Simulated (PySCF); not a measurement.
Orbital picture of AlO⁻

PBE0 at R = 1.649 Å; PySCF, no relativity, basis sets Al aug-cc-pV(D+d)Z, O aug-cc-pVDZ. State: ¹Σ⁺ (singlet), closed shell. Only the outer orbitals are listed, counted within each symmetry.

```
orbital  occ.  ε (eV)  on Al (%)           main shells (%)
     5σ     2  -17.80          2                    97 O s
     6σ     2   -3.40         41           56 O p, 40 Al s
     2π     2   -1.49         14           85 O p, 12 Al p
     2π     2   -1.49         14           85 O p, 12 Al p
     7σ     2   -0.65         74  50 Al s, 25 O p, 23 Al p
     3π     0    3.10        101                   99 Al p
     3π     0    3.10        101                   99 Al p
     8σ     0    3.20         77           78 Al p, 28 O s
```

Question: Which are the highest filled and the lowest empty level, where do they sit, and how wide is the gap?

Answer: Highest filled 7σ at -0.65 eV (in %: 50 Al s, 25 O p, 23 Al p); lowest empty 3π at 3.10 eV (in %: 99 Al p); the gap at PBE0 is 3.75 eV. An empty level above zero is unbound, and its energy depends on the basis.

* bond order (Mayer): 1.28
* ⟨S²⟩: 0.000
* charge on Al (Mulliken, basis-dependent): 0.11
* charge on Al (Löwdin, basis-dependent): 0.19
* dipole moment (positive dipole points towards O; it is taken about the centre of mass and depends on that origin): -1.28 D
* polarisability along the bond: 91.6 bohr³
* polarisability across the bond: 82.9 bohr³

Shares are Mulliken populations and can fall outside 0 to 100 %.
